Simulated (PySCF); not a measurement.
# CH₇Si₂−: electronic excitations and core binding energies

Wanted: the electronic excitations and core binding energies of CH₇Si₂− (`C[SiH2][SiH2-]`), by calculation.

Computed with PySCF 2.14.0, with density-fitted response routines of our own, on a single molecule in the gas phase. Atoms count from 0, in the outputs and in this text.

## (1) Starting geometry

10 atoms, charge -1, multiplicity 1; geometry from: GFN2-xTB.

Bonds of the start (Å): C0–Si1 1.90, Si1–Si2 2.23, C0–H3 1.09, C0–H4 1.09, C0–H5 1.09, Si1–H6 1.51, Si1–H7 1.50, Si2–H8 1.50, Si2–H9 1.50.

## (2) TDDFT and polarisability: CAM-B3LYP/def2-SVPD

Job settings and geometry (Å):

```
{"job": {"kind": "uv", "xc": "CAM-B3LYP", "basis": "def2-SVPD", "nstates": 8, "ntriplets": 3}, "charge": -1, "multiplicity": 1}
C     -1.424709    -0.448839    -0.152396
Si     0.121719     0.661236    -0.210601
Si     1.754268    -0.338013     0.929317
H     -2.329025     0.092091    -0.426183
H     -1.574969    -0.855882     0.844702
H     -1.326390    -1.290905    -0.836167
H     -0.084074     1.265873    -1.580772
H     -0.302257     1.853950     0.590654
H      2.225801    -1.487742     0.085273
H      2.948519     0.552885     0.733645
```

Level: TDDFT CAM-B3LYP/def2-SVPD, vertical, gas phase, core orbitals frozen in the response.

Run with:

```sh
$ OMP_NUM_THREADS=1 python probes_run.py task.json out
```

The driver reads the jobs from task.json and runs them one after another.

**Question.** This job is followed by: delta-SCF UKS SCAN, pcX-2 on the ionised atom, pcseg-1 elsewhere, spin-free X2C. What will the session give for the following? lowest singlet (CAM-B3LYP/def2-SVPD); brightest single state of those computed; lowest triplet; Si1s binding energies, SCAN/pcX-2; Si2p binding energies, SCAN/pcX-2; C1s binding energies, SCAN/pcX-2.

As calculated:

| quantity | value |
| --- | --- |
| lowest singlet (CAM-B3LYP/def2-SVPD) | 3.79 eV (327 nm), f = 0.033 |
| brightest single state of those computed | state 2, 3.99 eV, f = 0.230 |
| lowest triplet | 3.30 eV |
| Si1s binding energies, SCAN/pcX-2 | Si1 1840.52, Si2 1839.22 eV |
| Si2p binding energies, SCAN/pcX-2 | Si1 100.96, Si2 99.76 eV |
| C1s binding energies, SCAN/pcX-2 | C0 285.53 eV |

The lowest singlet, at 3.79 eV, is HOMO→LUMO 0.84 and is weak; of the 8 states computed, the strongest absorption comes from state 2 at 3.99 eV. The lowest triplet lies 0.48 eV below the lowest singlet (triplets in Tamm-Dancoff, singlets in full TDDFT). The lowest singlet lies above −ε(HOMO); no detachment energy was computed, so the anion's states may not be bound. Si1 (silicon bonded to C, Si, 2 H) binds its Si1s electron 1.30 eV more tightly than Si2 (silicon bonded to Si, 2 H). The Si2p levels kept as sound span 1.20 eV, from Si2 (silicon bonded to Si, 2 H) up to Si1 (silicon bonded to C, Si, 2 H).
